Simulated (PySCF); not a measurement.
Cyclo-(SiH2)3.
Cartesian coordinates in Å at the PBE0-D3(BJ)/def2-SVP level; atoms count from 1:
```xyz
9
Si3H6 angstrom
Si    -1.134    0.088    0.726
H     -2.105   -1.035    0.862
H     -1.534    1.317    1.470
Si    -0.007    0.341   -1.305
H      0.274    1.723   -1.790
H     -0.299   -0.627   -2.401
Si     1.141   -0.428    0.580
H      2.120    0.486    1.234
H      1.543   -1.864    0.625
```

Theory: PySCF, TDDFT B3LYP/def2-SVPD, vertical, gas phase, core orbitals frozen in the response.

Ground-to-excited transition dipoles (e·a0, same axes as the geometry; the sign carries no meaning), for the states with f of 0.002 or more among the lowest 10:

| state | E (eV) | μx | μy | μz |
| --- | --- | --- | --- | --- |
| S4 | 5.551 | -0.302 | -0.039 | 0.437 |
| S5 | 5.552 | 0.422 | -0.174 | 0.276 |
| S9 | 6.267 | 0.945 | -0.409 | 0.686 |
| S10 | 6.268 | 0.746 | 0.074 | -0.983 |

(1) Work out the oscillator strengths.

(2) Label these states by symmetry in D3h.

(3) What peak molar absorption coefficient would the strongest computed level give as a lone Gaussian band 0.3 eV wide at half height?

Results:

(1) f = (2/3) ΔE |μ|² with ΔE in hartree (27.2114 eV).

```tsv
state	|μ|² (au)	|μ| (D)	f
S4	0.284	1.36	0.039
S5	0.284	1.36	0.039
S9	1.532	3.15	0.235
S10	1.527	3.14	0.235
```

(2) From a totally symmetric ground state, an allowed state transforms like the component of the dipole operator along its μ. Polarised across the main axis, so E′: S4, S5, S9 and S10.

(3) ε(max) = 2.175×10⁸ f / FWHM, with the width in cm⁻¹. S9/S10 (f summed): 2.175×10⁸ × 0.4697 / 2420 ≈ 42000 L mol⁻¹ cm⁻¹.

S4/S5 and S9/S10 coincide within about 0.01 eV; within a degenerate level the directions of the single components are arbitrary.

Hardware: an Arm Neoverse V2 with one thread (shared host). Cost: 5.2 s of wall time.

One conformer stands for the species.
